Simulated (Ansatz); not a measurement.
The input, for Ansatz 0.2.0:

```yaml
crystal:
  periodic: [false, false, false]
  atoms:
    - {symbol: Si, position_ang: [-0.071427, 0.000011, -0.125645]}
    - {symbol: H, position_ang: [3.438299, -0.000509, 2.098282]}
    - {symbol: H, position_ang: [-0.723851, 1.130414, 0.701364]}
    - {symbol: H, position_ang: [-0.724181, -1.130208, 0.701356]}
basis:
  gaussian: {orbitals: aug-cc-pVDZ}
total_charge: -1
correlation: {method: fic_mrcisd_q, electrons: outside_noble_gas, active_space: {window: {electrons: 2, orbitals: 2}}}
```

```sh
$ ansatz run in.yaml --threads 2 --pin off --events-out ev --progress --plain --max-ram 16896MiB --backend cuda --devices 0, --max-vram 18GiB
```

Output:

```
529 factors; integrals over basis functions are off by at most 8.7e-4 eV
mean field evaluation 1: about -7903.6400 eV, gradient 1.5e1 eV
mean field evaluation 2: about -7903.6400 eV, gradient 1.5e1 eV
mean field evaluation 4: about -7905.4144 eV, gradient 1.1e0 eV
mean field evaluation 8: about -7905.4332 eV, gradient 3.9e-3 eV
mean field -7905.43316318 eV, -290.5193102517 hartree, gradient 1.6e-6 eV, S^2 0.000000; 0 other end points of the search recorded, 0 dependent functions left out; unrestricted orbitals would lower it
reference -7905.43316318 eV, -290.5193102517 hartree; 9, 9 occupied and 45, 45 virtual orbitals, 529 factors
state -7906.24820431 eV, -290.5492624609 hartree
contracted CI cycle   1: correlation 0.00000000 eV, 0.0000000000 hartree, residual 1.30e1 eV
contracted CI cycle   2: correlation -3.45442459 eV, -0.1269477620 hartree, residual 2.04e0 eV
contracted CI cycle   3: correlation -3.56365813 eV, -0.1309620209 hartree, residual 5.92e-1 eV
contracted CI cycle   4: correlation -3.57314041 eV, -0.1313104880 hartree, residual 2.13e-1 eV
contracted CI cycle   5: correlation -3.57433322 eV, -0.1313543229 hartree, residual 9.35e-2 eV
contracted CI cycle   6: correlation -3.57457482 eV, -0.1313632017 hartree, residual 4.13e-2 eV
contracted CI cycle   7: correlation -3.57462494 eV, -0.1313650437 hartree, residual 1.69e-2 eV
contracted CI cycle   8: correlation -3.57463376 eV, -0.1313653678 hartree, residual 7.60e-3 eV
contracted CI cycle   9: correlation -3.57463536 eV, -0.1313654265 hartree, residual 3.10e-3 eV
contracted CI cycle  10: correlation -3.57463561 eV, -0.1313654356 hartree, residual 1.14e-3 eV
state -7906.24820431 eV, -290.5492624609 hartree; corrected -7910.18909375 eV, -290.6940874765 hartree
Total energy: -7910.18909375 eV, -290.6940874765 hartree
```

Natural occupations: 1.7630 0.2370.

For the same geometry and basis RCCSDTQ lies 3.8 meV lower.

Ran on 2 threads of AMD EPYC 7R13 with a shared H100 80 GB, shared host: 1.6 s wall, 0.83 GiB peak host memory.
